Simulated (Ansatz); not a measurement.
The first iterations of a band of C$_{2}$H$_{8}$N$_{2}$O (13 atoms, charge 0, multiplicity 1).

All numbers below come from Ansatz, RKS PBE0-D4/def2-SVP.

```yaml
movable_images: 7
climbing_image: yes
spring: 5.0 eV/Å²
optimiser: lbfgs
start_path: IDPP
force_threshold: 0.05 eV/Å
iteration_limit: 46
end_points: relaxed
largest_step: 0.5 Å
```

Initial state:

```xyz
13
Properties=species:S:1:pos:R:3
N -2.085 0.351 -1.091
C -1.034 -0.436 -0.553
O -0.007 0.350 0.004
C 1.056 -0.398 0.548
N 2.071 0.427 1.099
H -1.726 0.972 -1.814
H -2.488 0.943 -0.367
H -1.449 -1.113 0.223
H -0.618 -1.081 -1.354
H 1.500 -1.042 -0.238
H 0.670 -1.074 1.339
H 2.446 1.048 0.385
H 1.685 1.018 1.832
```

Final state:

```xyz
13
Properties=species:S:1:pos:R:3
N -2.050 0.266 -1.312
C -1.032 -0.440 -0.620
O -0.005 0.412 -0.171
C 0.994 -0.244 0.548
N 1.914 0.730 1.045
H -1.656 0.748 -2.117
H -2.452 0.981 -0.709
H -1.480 -0.973 0.245
H -0.609 -1.216 -1.293
H 1.554 -0.947 -0.106
H 0.508 -0.870 1.338
H 1.540 1.217 1.855
H 2.795 0.302 1.311
```

| iteration | highest image above the first end (eV) | largest band force component (eV/Å) |
| --- | --- | --- |
| 1 | 0.419 | 1.076 |
| 2 | 0.371 | 0.683 |
| 3 | 0.350 | 0.444 |
| 4 | 0.339 | 0.371 |
| 5 | 0.323 | 0.344 |
| 6 | 0.304 | 0.481 |
| 7 | 0.301 | 0.388 |
| 8 | 0.299 | 0.257 |

Question: Does the band converge within its limit, and where does its top end?

Answer: The run converged. It ended after 24 iterations with the highest image 0.284 eV above the first end. Another band between the same ends (7 images) ends at a top of the same energy, where a vibrational analysis finds 1 clearly imaginary mode.

Time of the run: 9.3 min on 2 threads of Intel(R) Xeon(R) Platinum 8259CL CPU @ 2.50GHz (Skylake/Cascade Lake) (shared host), peak memory 0.26 GiB.
